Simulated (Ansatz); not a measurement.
Species, as SMILES: [CH3] (CH3), doublet.
Atoms: C1, H2, H3, H4. Bonds: C1-H2, C1-H3, C1-H4.

Basis-set convergence of the highest harmonic wavenumber at HF with Ansatz (a program for electronic structure). Each level at its own minimum, finite differences of forces, unscaled; the reference is a large set that could be run, not a limit. Cartesian d functions, on some or all atoms, in 6-31G*, 6-31+G*; all else is spherical. The program fits the integrals of some runs and decomposes those of others, by size. Open shells are unrestricted. No added dispersion term, no relativity. Reference: the value in aug-pcseg-2, 3413 cm⁻¹, itself unsure by roughly 6 cm⁻¹ (its mean distance from aug-cc-pVTZ, def2-TZVPPD). Deviations are taken from unrounded values.

```
basis        functions  highest harmonic wavenumber (cm⁻¹)
-----------  ---------  ----------------------------------
6-31G*              21                                3461
6-31+G*             25                                3460
cc-pVDZ             29                                3434
aug-cc-pVDZ         50                                3421
def2-SVP            29                                3441
def2-SVPD           44                                3424
pcseg-1             29                                3458
aug-pcseg-1         50                                3422
6-311G**            36                                3407
6-311+G**           40                                3409
def2-TZVP           49                                3409
def2-TZVPD          64                                3409
cc-pVTZ             72                                3404
aug-cc-pVTZ        115                                3406
pcseg-2             72                                3412
aug-pcseg-2        115                                3413
def2-TZVPP          73                                3409
def2-TZVPPD         88                                3409
```

What the diffuse functions change, pair by pair:
- 6-31G* to 6-31+G*: 4 more functions, deviation 48 to 47 cm⁻¹
- cc-pVDZ to aug-cc-pVDZ: 21 more functions, deviation 21 to 8 cm⁻¹
- def2-SVP to def2-SVPD: 15 more functions, deviation 28 to 11 cm⁻¹
- pcseg-1 to aug-pcseg-1: 21 more functions, deviation 45 to 9 cm⁻¹
- 6-311G** to 6-311+G**: 4 more functions, deviation -6 to -4 cm⁻¹
- def2-TZVP to def2-TZVPD: 15 more functions, deviation -4 to -4 cm⁻¹
- cc-pVTZ to aug-cc-pVTZ: 43 more functions, deviation -9 to -7 cm⁻¹
- pcseg-2 to aug-pcseg-2: 43 more functions, deviation -1 to 0 cm⁻¹
- def2-TZVPP to def2-TZVPPD: 15 more functions, deviation -4 to -4 cm⁻¹

Leaving out the reference's own pair, they bring the value nearer the reference by more than 6 cm⁻¹ in 3 of 8 pairs.
